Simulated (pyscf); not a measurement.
Single points on ωB97X-D3(BJ)/def2-SVP structures (PySCF, gas phase). Correlated levels are frozen-core, on RHF or UHF. ΔMP2 is the change of the MP2 total energy from the triple- to the quadruple-zeta basis.

SMILES: O=[SiH]O
```xyz
5

O     -0.2589     0.6478     1.2176
Si    -1.2929    -0.0006     0.3049
O     -1.1931    -1.4630    -0.4250
H     -2.5953     0.5449    -0.1150
H     -0.3901    -1.9743    -0.2605
```

Problem. What are the homolytic bond dissociation enthalpies (298 K) of O=SiH–OH at CCSD(T)/def2-TZVPP + ΔMP2(QZVPP), weakest first?

Solution. H–Si to [O=Si–OH]• + H•: 3.85 eV; H–O to [O–SiH=O]• + H•: 5.37 eV; O–Si to [O=SiH]• + OH•: 5.50 eV. Ring and multiple bonds, and those that leave no two simple radicals, are not listed. The radicals are drawn with the spin at the cut bond; how far it spreads was not checked. [O–SiH=O]• lies 1.51 eV over its isomer [O=Si–OH]•, and others may lie lower still (electronic energy, ωB97M-D3(BJ)). Other isomers of [O=Si–OH]• were not searched in full and may lie lower. The CCSD(T) − MP2 part came from Ansatz, without density fitting, on the same reference. Left out: the spin-orbit lowering of OH.
